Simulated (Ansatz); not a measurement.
# Forces on a displaced structure

CCl2 (SMILES Cl[C]Cl), closed shell, displaced at random from its PBE0-D4/def2-TZVP minimum.

```
3
angstrom
Cl 1.2610 -0.3334 0.6200
C -0.3084 -0.5608 -0.1662
Cl -0.9862 0.9294 -0.4208
```

Computed with Ansatz 0.2.0 (basis: def2-TZVPP); correlated methods freeze the cores.

CCSD(T) forces from the calculation:
| atom | Fx | Fy | Fz (eV/Å) |
| --- | --- | --- | --- |
| Cl1 | -0.449 | -0.190 | -0.231 |
| C2 | 1.119 | -0.995 | 0.498 |
| Cl3 | -0.670 | 1.185 | -0.267 |

**Question.** Which atom feels the largest CCSD(T) force, and how large is it?

**Answer.** C2, 1.58 eV/Å, along (0.71, -0.63, 0.32).

Root-mean-square difference of the force components from those of CCSD(T): PBE-D4 0.138; r2SCAN-D4 0.049; PBE0-D4 0.192; wB97M-V 0.171 eV/Å.

The T1 diagnostic stays at or below 0.021. The restricted Hartree–Fock reference is unstable towards an unrestricted one here.

For scale, one of the runs: CCSD(T)/def2-TZVPP forces, 115 basis functions (an equivalent command: `ansatz run in.yaml --threads 2`). Hardware: 2 CPU threads, shared host. Wall time 29 s; peak host memory 0.69 GiB.
